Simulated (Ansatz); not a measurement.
Which is lower?

Two relaxed structures of BSiNH$_{3}$, doublet (PBE0-D4/def2-TZVP; forces vanish, vibrations not checked).

A:

```
6
angstrom
B -0.7813 -0.2681 -0.2580
N 0.6406 0.2224 -0.5787
Si -0.2428 1.0148 1.0387
H -1.3842 -1.0727 -0.8947
H 0.7879 0.7815 -1.4115
H 1.4145 -0.4244 -0.4767
```

B:

```
atom    x (Å)    y (Å)    z (Å)
  B1  -0.8454  -0.2970  -0.3448
  N2   0.4086   0.2299  -0.5622
 Si3   0.0073   0.6966   1.0964
  H4  -1.6474  -0.9278  -0.9509
  H5   1.0904   0.2095  -1.3063
  H6   0.9866   0.0889   2.0677
```

Computed with Ansatz 0.2.0 (basis: def2-TZVPP); correlated methods freeze the cores; orbitals are unrestricted. B3LYP uses VWN-RPA correlation.

Q: Which structure is lower at CCSD(T), and by how much? (Judge from chemistry; the value comes from the calculation.)

A: By the calculation: B, by 63.1 kJ/mol (electronic energy, against the other). By their contacts, A is BSiNH₃ ([BH]1[NH2][Si]1) and B is BSiNH₃ ([BH]1[NH][SiH]1).

All methods give the same order:

```tsv
method	E(B) − E(A) (kJ/mol)
PBE-D4	-61.5
r2SCAN-D4	-72.1
PBE0-D4	-62.9
B3LYP-D4	-66.0
wB97M-V	-59.5
HF	-75.1
MP2	-74.5
CCSD	-62.0
CCSD(T)	-63.1
```

T1 diagnostic: at most 0.023. ⟨S²⟩ of the unrestricted Hartree–Fock references: 0.76 to 0.77 (a pure state has 0.75).

Labels in which every atom is bracketed show which atoms are joined, not bond orders.

For scale, one of the runs: CCSD(T)/def2-TZVPP, 146 basis functions, launched by `ansatz run in.yaml --threads 2 --pin off --events-out ev --progress --plain --max-ram 4352MiB`. Time: 41 s of wall clock on 2 CPU threads of an Arm Neoverse V1; the host was shared. Peak host memory: 1.9 GiB.
